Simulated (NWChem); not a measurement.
The numbers come from NWChem runs, not from measurements. System: NO (-1), charge -1, spin multiplicity 3, at a geometry optimised with UPBE0/def2-SVP. The structure started from a generated list of species. Its SCF solution wasn't tested for a lower state. Level: UHF/def2-TZVPD.

The NWChem input:

```
start mol
memory heap 200 mb stack 900 mb global 1100 mb
charge -1
geometry units angstroms nocenter noautoz
  N      0.000000     0.000000     0.669030
  O      0.000000     0.000000    -0.585401
  symmetry group C2v
end
basis spherical
  * library def2-tzvpd
end
scf
  uhf
  nopen 2
  maxiter 100
  thresh 1e-7
  semidirect memsize 60000000 filesize 0
  # guess.movecs holds the orbitals of an unrestricted PBE0 run
  vectors input guess.movecs output mol.movecs
end
task scf energy
```

NWChem printed:

```
             Northwest Computational Chemistry Package (NWChem) 7.3.0
             --------------------------------------------------------

                                NWChem Input Module
                                -------------------

 Scaling coordinates for geometry "geometry" by  1.889725989
 (inverse scale =  0.529177249)

 Turning off AUTOSYM since
 SYMMETRY directive was detected!

                             Geometry "geometry" -> ""
                             -------------------------

 Output coordinates in angstroms (scale by  1.889725989 to convert to a.u.)

  No.       Tag          Charge          X              Y              Z
 ---- ---------------- ---------- -------------- -------------- --------------
    1 N                    7.0000     0.00000000     0.00000000     0.66903000
    2 O                    8.0000     0.00000000     0.00000000    -0.58540100

 Effective nuclear repulsion energy (a.u.)      23.6234005250

            Nuclear Dipole moment (a.u.)
            ----------------------------
        X                 Y               Z
 ---------------- ---------------- ----------------
     0.0000000000     0.0000000000     0.0000037795

      Symmetry information
      --------------------

 Group name             C2v
 Group number             16
 Group order               4
 No. of unique centers     2

      Symmetry unique atoms

     1    2


 Summary of "ao basis" -> "" (spherical)
 ------------------------------------------------------------------------------
       Tag                 Description            Shells   Functions and Types
 ---------------- ------------------------------  ------  ---------------------
 *                         def2-tzvpd                 on all atoms

 Summary of "ao basis" -> "ao basis" (spherical)
 ------------------------------------------------------------------------------
       Tag                 Description            Shells   Functions and Types
 ---------------- ------------------------------  ------  ---------------------
 N                         def2-tzvpd               13       37   6s3p3d1f
[...]
 Vector    9  Occ=0.000000D+00  E= 3.110499D-01  Symmetry=b1
              MO Center=  9.5D-17, -1.6D-16, -5.8D-01, r^2= 9.3D+00
   Bfn.  Coefficient  Atom+Function         Bfn.  Coefficient  Atom+Function
  ----- ------------  ---------------      ----- ------------  ---------------
    53      1.429560  2 O  px                13     -0.916401  1 N  px
    29     -0.413571  1 N  d  1              69     -0.392897  2 O  d  1

 Vector   10  Occ=0.000000D+00  E= 3.110499D-01  Symmetry=b2
              MO Center= -4.9D-29,  1.4D-17, -5.8D-01, r^2= 9.3D+00
   Bfn.  Coefficient  Atom+Function         Bfn.  Coefficient  Atom+Function
  ----- ------------  ---------------      ----- ------------  ---------------
    54      1.429560  2 O  py                14     -0.916401  1 N  py
    27      0.413571  1 N  d -1              67      0.392897  2 O  d -1

 center of mass
 --------------
 x =   0.00000000 y =   0.00000000 z =   0.00031734

 moments of inertia (a.u.)
 ------------------
          41.956985404500           0.000000000000           0.000000000000
           0.000000000000          41.956985404500           0.000000000000
           0.000000000000           0.000000000000           0.000000000000

  Mulliken analysis of the total density
  --------------------------------------

    Atom       Charge   Shell Charges
 -----------   ------   -------------------------------------------------------
    1 N    7     7.37   0.82  1.16  0.58  0.88  0.37  0.16  1.33  1.40  0.56  0.01  0.05  0.03  0.01
    2 O    8     8.63   0.79  1.18  0.58  0.95  0.36 -0.01  1.81  1.94  0.86  0.09  0.00  0.03  0.03  0.00

  Mulliken analysis of the alpha density
  --------------------------------------

    Atom       Charge   Shell Charges
 -----------   ------   -------------------------------------------------------
    1 N    7     4.50   0.41  0.58  0.32  0.47  0.17  0.05  1.00  1.02  0.42  0.01  0.02  0.03  0.00
    2 O    8     4.50   0.40  0.59  0.30  0.49  0.17 -0.01  1.07  1.08  0.37  0.01  0.00  0.02  0.02  0.00

   Mulliken analysis of the beta density
   -------------------------------------

    Atom       Charge   Shell Charges
 -----------   ------   -------------------------------------------------------
    1 N    7     2.87   0.41  0.58  0.26  0.41  0.19  0.11  0.33  0.38  0.15  0.01  0.03 -0.00  0.00
    2 O    8     4.13   0.40  0.59  0.27  0.47  0.20 -0.00  0.74  0.86  0.49  0.08  0.00  0.02  0.01  0.00

   Mulliken analysis of the spin density
   -------------------------------------

    Atom       Charge   Shell Charges
 -----------   ------   -------------------------------------------------------
    1 N    7     1.63   0.00 -0.00  0.06  0.05 -0.02 -0.06  0.67  0.64  0.27 -0.00 -0.00  0.03 -0.00
    2 O    8     0.37   0.00 -0.00  0.03  0.02 -0.03 -0.01  0.33  0.22 -0.12 -0.07  0.00  0.00  0.01  0.00

       Multipole analysis of the density wrt the origin
       ------------------------------------------------

     L   x y z        total         alpha         beta         nuclear
     -   - - -        -----         -----         ----         -------
     0   0 0 0     -1.000000     -9.000000     -7.000000     15.000000

     1   1 0 0      0.000000      0.000000      0.000000      0.000000
     1   0 1 0      0.000000      0.000000     -0.000000      0.000000
     1   0 0 1     -0.072890     -0.776072      0.703179      0.000004

     2   2 0 0    -10.089157     -5.642562     -4.446595      0.000000
     2   1 1 0      0.000000      0.000000      0.000000      0.000000
     2   1 0 1      0.000000      0.000000     -0.000000      0.000000
     2   0 2 0    -10.089157     -5.642562     -4.446595      0.000000
     2   0 1 1      0.000000      0.000000      0.000000      0.000000
     2   0 0 2    -12.793036    -19.085937    -14.686254     20.979155

 Task  times  cpu:        1.1s     wall:        1.1s

 Total times  cpu:        1.2s     wall:        1.2s
```
